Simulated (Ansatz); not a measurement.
## C3H6N, SMILES C=[C]CN: a ladder of methods at one geometry

Program: Ansatz 0.2.0, Python API.

Input file `c3h6n.xyz`:
```text
10

C     1.58540    0.25710    0.38120
C     0.77720    0.16600   -0.67670
C    -0.55280   -0.53370   -0.61540
N    -1.52080    0.22370    0.17550
H     2.53450    0.77290    0.28760
H     1.31090   -0.18140    1.33580
H    -0.42880   -1.55070   -0.18400
H    -0.94070   -0.64560   -1.64960
H    -1.59160    1.19250   -0.21340
H    -1.17340    0.29920    1.15910
```

The script, `c3h6n.py`:
```python
# -*- coding: utf-8 -*-
"""One geometry of C3H6N, method by method."""

from pathlib import Path

import ansatz as az
import numpy as np

molecule = az.Crystal.molecule_from_extxyz("c3h6n.xyz")

job = molecule.calculation().basis(gaussian="cc-pVDZ").spin("collinear", total=1)

print("functional    E (Ha)        dipole (D)   HOMO (eV)  LUMO (eV)")
for name in ["r2scan", "hse06", "blyp", "revpbe", "pbe0"]:
    summary = job.functional(name).forces().orbitals().run(threads=1, runs_dir="runs").report
    lines = Path(summary["orbitals_path"]).read_text().splitlines()
    field_of = lambda key: [line.split("=")[1].strip() for line in lines if line.startswith(key)]
    orbitals = [(27.211386 * float(e), s, float(n)) for e, s, n in zip(field_of("Ene="), field_of("Spin="), field_of("Occup="))]
    homo = max(e for e, _, n in orbitals if n > 0.5)
    lumo = min(e for e, _, n in orbitals if n < 0.5)
    dipole = 4.803205 * np.linalg.norm(summary["charge_distribution"]["dipole_moment_e_ang"])
    print(f"{name:10s} {summary['free_energy_ev'] / 27.211386246:14.6f} {dipole:9.3f} {homo:11.3f} {lumo:10.3f}")
```

```console
$ python c3h6n.py
functional    E (Ha)        dipole (D)   HOMO (eV)  LUMO (eV)
r2scan        -172.466871     0.775      -5.278     -2.505
hse06         -172.350338     0.795      -5.983     -2.317
blyp          -172.480924     0.774      -4.759     -3.126
revpbe        -172.520644     0.779      -4.889     -3.001
pbe0          -172.360138     0.797      -6.388     -1.923
```

Total energies depend on the basis set; only differences at equal settings carry meaning. The geometry is a force-field or estimated start, not a minimum of this method, and the basis set is short of its limit. A lower total doesn't mark the better method: functionals have no common bound, and MP2 and coupled cluster aren't variational. The run takes the species as open-shell (spin multiplicity 2), which needn't be its ground state. Levels such as HOMO and LUMO are orbital energies: with these approximate functionals they aren't the ionisation energy and electron affinity, and their gap isn't the fundamental gap. hse06 follows the composition of plane-wave codes, whose totals differ by tens of mHa, up to about 0.1 Ha, from the form usual in Gaussian-basis programs (wpbeh). Timing: 26 s on 1 thread of Arm Neoverse V2 (shared host), peak memory 0.28 GiB.
